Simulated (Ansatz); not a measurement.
# CH3S: structure from calculated spectroscopic constants

These gas-phase data were calculated for one isomer of CH3S at PBE0-D3(BJ)/def2-SVP (harmonic, unscaled wavenumbers; equilibrium rotational constants with average atomic masses):

```
rotational constants            : 142.3, 15.49, 13.99 GHz
all wavenumbers above 1500 cm⁻¹ : 3338, 3197, 2718
dipole moment                   : 0.90 D (PBE0/def2-TZVPD)
```

Candidates:

(1) `[CH2]S`, a doublet
(2) `C[S]`, a doublet

Which structure fits?

Candidate (1). The band at 2718 cm⁻¹ lies where the S–H stretch is expected; (2) has no mode between 2500 and 2800 cm⁻¹.

The same quantities for all candidates:

```tsv
	rotational constants (GHz)	wavenumbers above 1500 cm⁻¹	dipole (D)	E above the lowest, PBE0-D3(BJ)/def2-SVP (kcal/mol)
(1)	142.3, 15.49, 13.99	3338, 3197, 2718	0.90	11.2
(2)	157, 13.46, 13.44	3156, 3131, 3034	1.72	0.0
```

Each candidate is one conformer. Open shells are spin-unrestricted. Programs: Ansatz 0.2.0.
